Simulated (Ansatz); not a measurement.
System (SMILES): C#C (C2H2).
Atoms: C1, C2, H3, H4. Bonds: C1-C2, C1-H4, C2-H3.

Basis-set convergence of the optimised C1-C2 bond length at PBE with Ansatz (a quantum-chemistry and plane-wave program). All functions are spherical. Core-valence sets carry the plain set on hydrogen. No added dispersion term, no relativity. Reference: the value in def2-QZVPPD, 1.2065 Å. Deviations are taken from unrounded values.

| basis | functions | optimised C1-C2 bond length (Å) | minus reference (Å) |
|---|---|---|---|
| aug-cc-pVDZ | 64 | 1.2198 | 0.0133 |
| aug-pcseg-1 | 64 | 1.2156 | 0.0091 |
| jun-cc-pV(T+d)Z | 106 | 1.2074 | 0.0009 |
| cc-pCVTZ | 114 | 1.2067 | 0.0002 |
| aug-cc-pVTZ | 138 | 1.2072 | 0.0007 |
| aug-pcseg-2 | 138 | 1.2072 | 0.0007 |

The smallest set listed that lies within 0.005 Å of the reference with all its larger relatives (same family, alike in diffuse functions; a set with none counts only in the reference's own line) is jun-cc-pV(T+d)Z (106 functions, 0.0009 Å off). Inside, with no larger relative to test it: cc-pCVTZ, aug-pcseg-2.
